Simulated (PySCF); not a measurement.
# Solver options tried on Al2 (triplet)

Aim: find out which solver settings change the answer for Al2 (triplet).

Method: each script names its method and basis; program: PySCF 2.14.0.

2 further runs of the same task are left out: 2 that didn't finish.

### Step 1. Where the work starts

Al2 (triplet): 2 atoms, charge 0, spin multiplicity 3.

Bond lengths: Al1–Al2 2.390 Å.

### Step 2. The base run

input.py

```python
from pyscf import gto, scf, mcscf

mol = gto.M(
    atom='Al 0 0 0; Al 0 0 2.39',
    basis='def2-svpd',
    charge=0,
    spin=2,
    verbose=4,
)
mf = scf.ROHF(mol)
mf.kernel()
mc = mcscf.CASCI(mf, 8, 6)
mc.kernel()
mc.analyze()
mf.dip_moment()
print('orbital energies (hartree):', mf.mo_energy[..., max(0, mol.nelec[1]-3):mol.nelec[0]+3].round(4))
```

Started as:

```bash
$ python input.py
```

The log of this run is left out.

Base result: E(SCF) = -483.589653 Eh, 7 cycles, E(CAS) − E(SCF) = -0.03565 Eh, μ = 0.00 D (of the SCF density).

The bond length is a typed value, not an optimised one. The triplet is typed in the script; nothing here shows that it is the ground state.

### Step 3. Second-order solver on

Run 1 changes second-order solver: off → on.

input.py

```python
from pyscf import gto, scf, mcscf

mol = gto.M(
    atom='Al 0 0 0; Al 0 0 2.39',
    basis='def2-svpd',
    charge=0,
    spin=2,
    verbose=4,
)
mf = scf.ROHF(mol)
mf = mf.newton()
mf.kernel()
mc = mcscf.CASCI(mf, 8, 6)
mc.kernel()
mc.analyze()
mf.dip_moment()
print('orbital energies (hartree):', mf.mo_energy[..., max(0, mol.nelec[1]-3):mol.nelec[0]+3].round(4))
```

Started as:

```bash
$ python input.py
```

### Step 4. Initial guess huckel

Run 2 changes initial guess: minao → huckel.

Changes to input.py since step 2:

```diff
@@ -10,2 +10,3 @@
 mf = scf.ROHF(mol)
+mf.init_guess = 'huckel'
 mf.kernel()
```

### Step 5. Convergence threshold 1e-13 hartree

Run 3 changes convergence threshold: default → 1e-13 hartree.

Changes to input.py since step 2:

```diff
@@ -10,2 +10,3 @@
 mf = scf.ROHF(mol)
+mf.conv_tol = 1e-13
 mf.kernel()
```

### Step 6. Point-group symmetry on

Run 4 changes point-group symmetry: off → on.

Changes to input.py since step 2:

```diff
@@ -7,2 +7,3 @@
     spin=2,
+    symmetry=True,
     verbose=4,
```

What does the calculation give? Wanted: for each run, E(SCF); from base; after the SCF.

The runs gave:

```
                                run  E(SCF) (hartree)  from base (eV)   cycles                after the SCF
                               base       -483.589653               0        7  CASCI correlation -0.970 eV
             second-order solver on       -483.589653          0.0000  2 macro  CASCI correlation -0.970 eV
               initial guess huckel       -483.589653          0.0000        7  CASCI correlation -0.970 eV
convergence threshold 1e-13 hartree       -483.589653          0.0000       10  CASCI correlation -0.970 eV
            point-group symmetry on       -483.589653          0.0000        7  CASCI correlation -0.970 eV
```

Distance from each run's final energy (log10 hartree) by cycle:

```csv
run,cycle 1,cycle 2,cycle 3,cycle 5,cycle 8,cycle 12
base,-2.2,-3.3,-4.1,-8.2,done,done
initial guess huckel,-2.2,-3.2,-4.0,-7.8,done,done
convergence threshold 1e-13 hartree,-2.2,-3.3,-4.1,-8.2,< -11,done
point-group symmetry on,-2.2,-3.3,-4.1,-8.2,done,done
```

**Reading.** With second-order solver on or initial guess huckel or convergence threshold 1e-13 hartree or point-group symmetry on the SCF ends at the base energy. With initial guess huckel, point-group symmetry on the path hardly changes: 7 cycles against 7.
